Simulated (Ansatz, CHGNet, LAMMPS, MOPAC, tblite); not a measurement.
**Elastic constant C44 of rock-salt NaCl: levels of theory against measurement**

Reference value: 13.3 GPa (measured, 4 K, zero-point motion not removed; as tabulated in X. Wang et al., RSC Advances (2016)).

| level (code) | value (GPa) | cell (Å³/atom) |
|---|---|---|
| ionic model tosi-fumi1964 (rigid ions, LAMMPS) | 15.1 | 22.17 |
| GFN1-xTB (tblite) | 6.30 | 19.98 |
| PM7 semi-empirical Hartree-Fock (MOPAC) | 17.4 | 21.94 |
| CHGNet 0.3.0 | 6.04 | 23.10 |
| LDA (Ansatz) | 12.9 | 20.39 |
| PBE (Ansatz) | … | 23.10 |
| PBEsol (Ansatz) | 12.1 | 21.97 |
| r²SCAN (Ansatz) | … | 22.04 |
| HSE06 (Ansatz) | … | 22.58 |

Q: Fill in the missing entries.

A: 
- PBE (Ansatz, a program for electronic structure), value (GPa): 12.4
- r²SCAN (Ansatz), value (GPa): 13.7
- HSE06 (Ansatz), value (GPa): 13.1

Differences against the reference: ionic model tosi-fumi1964 +13.5 %, GFN1-xTB -53 %, PM7 semi-empirical Hartree-Fock (MOPAC) +31 %, CHGNet 0.3.0 -55 %, LDA -3.0 %, PBE -6.8 %, PBEsol -9.0 %, r²SCAN +3.0 %, HSE06 -1.5 %.

Once the reference is moved by up to 3.3 % (a margin picked here for doubts on the reference and the settings, and for temperature and zero-point motion) and values within 1.7 % count as equal, the nearest can be HSE06 (-1.5 %), r²SCAN (+3.0 %) or LDA (-3.0 %). Among them CHGNet 0.3.0 (-55 %) misses by most. Within 20 %: ionic model tosi-fumi1964, LDA, PBE, PBEsol, r²SCAN, HSE06.

The measured value isn't corrected to a static lattice, so vibrations enter the comparison.  GFN1-xTB, PM7 semi-empirical Hartree-Fock (MOPAC): the method was fitted mainly to molecules. GFN1-xTB, PM7 semi-empirical Hartree-Fock (MOPAC): the run uses a supercell at the zone centre in place of a k mesh. Each level is taken at its own relaxed cell. Cutoffs differ between the levels. Ansatz's density-functional and Hartree–Fock values are scalar-relativistic unless marked +SOC, with PAW data made under PBE.

Empirical potentials (ionic model tosi-fumi1964) are fitted to chosen data: where that held the value shown, agreement is built in, and what lay outside the fit can be far off. Machine-learned potentials (CHGNet 0.3.0) are trained on DFT data: a solid inside that data is no test of them.

Differences are worked out from the printed values.
